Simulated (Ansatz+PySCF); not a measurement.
Results of a calculation; reference values are marked as such.
Several solutions for singlet LiH

```yaml
atoms:
  - { symbol: Li, position_ang: [0.0000, 0.0000, -0.9787] }
  - { symbol: H, position_ang: [0.0000, 0.0000, 2.9360] }
```

Basis set: 6-31G (spherical functions). Charge 0, multiplicity 1.

PBE0 (unrestricted) was run from several starts with Ansatz (development build ahead of 0.2.0) and PySCF 2.14.0.

```json
{"run": "A", "program": "Ansatz", "start": "search for the lowest state", "converged": "yes", "energy (hartree)": "-7.96752", "<S²>": "0.89"}
{"run": "B", "program": "Ansatz", "start": "stability test followed", "converged": "yes", "energy (hartree)": "-7.96752", "<S²>": "0.89"}
{"run": "C", "program": "Ansatz", "start": "atomic start, no search", "converged": "yes", "energy (hartree)": "-7.94459", "<S²>": "0.00"}
{"run": "D", "program": "PySCF", "start": "program defaults", "converged": "yes", "energy (hartree)": "-7.94459", "<S²>": "0.00"}
```

(1) Which runs reached the lowest solution of this kind, and what is wrong with the others?

Answers

(1) A, B reached the lowest solution found. Converged but too high: C by 0.62 eV, D by 0.62 eV. Convergence only shows a stationary point, and even a stable one can lie too high; stability tests and further starts are what find lower ones. Caution: charge can spread falsely over distant fragments. Caution: the unrestricted determinant is a mixture of spin states.
